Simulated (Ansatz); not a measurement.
```yaml
crystal:
  periodic: [false, false, false]
  atoms:
    - {symbol: W, position_ang: [0.000210, -0.000051, -0.110967]}
    - {symbol: N, position_ang: [1.746857, 0.011834, 0.488790]}
    - {symbol: N, position_ang: [-0.884862, 1.508040, 0.483116]}
    - {symbol: N, position_ang: [-0.864755, -1.519204, 0.484546]}
basis:
  gaussian: {orbitals: def2-TZVP}
magnetization: {spin_polarized: true, initial_magnetization: 1}
hamiltonian: {xc: pbe0}
relax: {f_tol: 0.004, max_steps: 80}
```

```sh
$ ansatz run in.yaml --threads 1 --pin off --events-out ev --progress --plain --max-ram 2176MiB
```

Steps of the relaxation (energy above the last step; positions in Å, forces in eV/Å):

```
4
step 1, 687.5 meV
W     0.000    0.000   -0.111    0.663    1.168    0.377
N     1.747    0.012    0.489   -2.886   -0.031   -0.284
N    -0.885    1.508    0.483    1.450   -2.496   -0.274
N    -0.865   -1.519    0.485    0.772    1.358    0.181
```

```
4
step 2, 101.4 meV
W     0.007    0.011   -0.302    0.497    0.880    1.518
N     1.595    0.014    0.551   -1.509    0.017   -0.692
N    -0.806    1.378    0.546    0.788   -1.289   -0.687
N    -0.799   -1.402    0.551    0.223    0.392   -0.139
```

```
4
step 3, 21.9 meV
W     0.011    0.017   -0.323    0.322    0.568    0.365
N     1.543    0.021    0.556   -0.342    0.010   -0.246
N    -0.773    1.338    0.551    0.184   -0.290   -0.245
N    -0.783   -1.376    0.561   -0.164   -0.288    0.126
```

```
4
step 7, 0.0 meV
W     0.020    0.034   -0.312    0.000    0.000   -0.003
N     1.536    0.042    0.549    0.002    0.000    0.001
N    -0.751    1.342    0.544   -0.001    0.001    0.001
N    -0.808   -1.418    0.565   -0.001   -0.001    0.001
```

Close pairs at the end: W1–N3 1.743 Å, W1–N2 1.743 Å, W1–N4 1.888 Å.

A stationary point of unrestricted PBE0 after 7 steps, with ⟨S²⟩ = 1.811 against 0.75 for a pure state; no frequencies were run, so it isn't proven a minimum. 2.2 min on 1 thread of Intel Xeon Platinum 8488C, shared host.
